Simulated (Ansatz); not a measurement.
# Magnesium, hcp under r²SCAN: testing the Fermi-Dirac smearing

A convergence test of the Fermi-Dirac smearing width. The geometry was relaxed under r²SCAN beforehand and stays fixed; 6 values are run, from 0.01 to 1.0 eV. Wanted are the values from which on the energy stays within 10 and 1 meV/atom, and the pressure within 0.5 GPa, of the narrowest run. Within the series other settings stay, but some runs also write fields, which adds to their time. Spin polarisation is left out.

Method: DFT r²SCAN, plane waves with PAW, scalar-relativistic, in Ansatz 0.2.0.

## 1. The starting structure

The structure is hexagonal, space group P6_3/mmc (No. 194). The conventional cell has a = 3.179 Å, b = 3.179 Å, c = 5.157 Å, α = 90.00°, β = 90.00°, γ = 120.00°. Around Mg (site symmetry -6m2) lie 12 Mg at 3.17 to 3.18 Å.

As a file:

```cif
data_structure
_symmetry_space_group_name_H-M 'P 1'
_symmetry_Int_Tables_number 1
_cell_length_a 3.1793
_cell_length_b 3.1793
_cell_length_c 5.1569
_cell_angle_alpha 90.000
_cell_angle_beta 90.000
_cell_angle_gamma 120.000
_cell_volume 45.14
loop_
_atom_site_label
_atom_site_type_symbol
_atom_site_fract_x
_atom_site_fract_y
_atom_site_fract_z
_atom_site_occupancy
Mg1 Mg 0.33333 0.66667 0.25000 1
Mg2 Mg 0.66667 0.33333 0.75000 1
```

## 2. Width 0.01 eV

The run at 0.01 eV.

Input file input.yaml:

```yaml
crystal:
  lattice:
    - [3.1792646675, 0.0, 0.0]
    - [-1.5896323337, 2.7533239674, 0.0]
    - [0.0, 0.0, 5.1568903974]
  atoms:
    - { symbol: Mg, position: [0.3333333333, 0.6666666667, 0.25] }
    - { symbol: Mg, position: [0.6666666667, 0.3333333333, 0.75] }
hamiltonian:
  xc: r2scan
  pseudopotentials:
    kind: paw
    azcp:
      Mg: "pseudopotentials/Mg.paw.azcp"
basis:
  ecutwfc: 500
  fft_grid_basis: typed
kpoints:
  mp_grid: { grid: [11, 11, 6], shift: [0, 0, 0] }
magnetization:
  spin_polarized: false
scf:
  occupations: { method: fermi_dirac, width: 0.01 }
  lower_state_search: "off"
output:
  stress: true
```

Command:

```console
$ ansatz run input.yaml --threads 2 --pin off --max-ram 5120MiB --backend cpu --events-out ev --progress --plain --runs-dir out
```

## 3. Width 0.03 eV

The run at 0.03 eV.

input.yaml: that of step 2 with these lines changed.

```diff
@@ -22,3 +22,3 @@
 scf:
-  occupations: { method: fermi_dirac, width: 0.01 }
+  occupations: { method: fermi_dirac, width: 0.03 }
   lower_state_search: "off"
@@ -26 +26,5 @@
   stress: true
+  write_density: true
+  write_potential: true
+  elf: true
+  volumetric_format: npy
```

## 4. Width 0.2 eV

The run at 0.2 eV.

input.yaml: that of step 3 with these lines changed.

```diff
@@ -22,3 +22,3 @@
 scf:
-  occupations: { method: fermi_dirac, width: 0.03 }
+  occupations: { method: fermi_dirac, width: 0.2 }
   lower_state_search: "off"
@@ -26,5 +26 @@
   stress: true
-  write_density: true
-  write_potential: true
-  elf: true
-  volumetric_format: npy
```

## 5. Width 0.3 eV

The run at 0.3 eV.

input.yaml: that of step 4 with these lines changed.

```diff
@@ -22,3 +22,3 @@
 scf:
-  occupations: { method: fermi_dirac, width: 0.2 }
+  occupations: { method: fermi_dirac, width: 0.3 }
   lower_state_search: "off"
```

## 6. Width 0.6 eV

The run at 0.6 eV.

input.yaml: that of step 5 with these lines changed.

```diff
@@ -22,3 +22,3 @@
 scf:
-  occupations: { method: fermi_dirac, width: 0.3 }
+  occupations: { method: fermi_dirac, width: 0.6 }
   lower_state_search: "off"
@@ -26 +26,5 @@
   stress: true
+  write_density: true
+  write_potential: true
+  elf: true
+  volumetric_format: npy
```

## 7. Width 1.0 eV

The run at 1.0 eV.

input.yaml: that of step 6 with these lines changed.

```diff
@@ -22,3 +22,3 @@
 scf:
-  occupations: { method: fermi_dirac, width: 0.6 }
+  occupations: { method: fermi_dirac, width: 1.0 }
   lower_state_search: "off"
@@ -26,5 +26 @@
   stress: true
-  write_density: true
-  write_potential: true
-  elf: true
-  volumetric_format: npy
```

(Steps that only read results are left out.)

Q: Predict the outcome of this session.

**Answer**, as computed:

| quantity | value |
| --- | --- |
| E(σ → 0) stays within 10 meV/atom of 0.01 eV | up to 0.3 eV |
| E(σ → 0) stays within 1 meV/atom | up to 0.03 eV |
| pressure stays within 0.5 GPa | up to 0.3 eV |
| pressure at 0.01 eV | 0.03 GPa |
| energy of a separate run on a finer mesh (19×19×10) | +11.5 meV/atom from 0.01 eV |

What this shows: The far end, 1.0 eV, lies +11.2 meV/atom and +2.8 GPa from the yardstick. The free energy F moves by -638.1 meV/atom over the range, and the estimate for σ → 0 by +11.2. In theory F falls as the square of the width under this scheme, but here the ratio is not steady: the mesh at narrow widths, or a density of states that varies over the wide ones, can both cause that. The mesh (11×11×6) is fixed, so the narrowest widths carry a k-point error of their own. The yardstick itself is unsettled by 11.5 meV/atom against the finer mesh, so the thresholds above hold only within this series, and wider smearing, which averages over more states, can land nearer the fine-mesh value than the narrowest does.
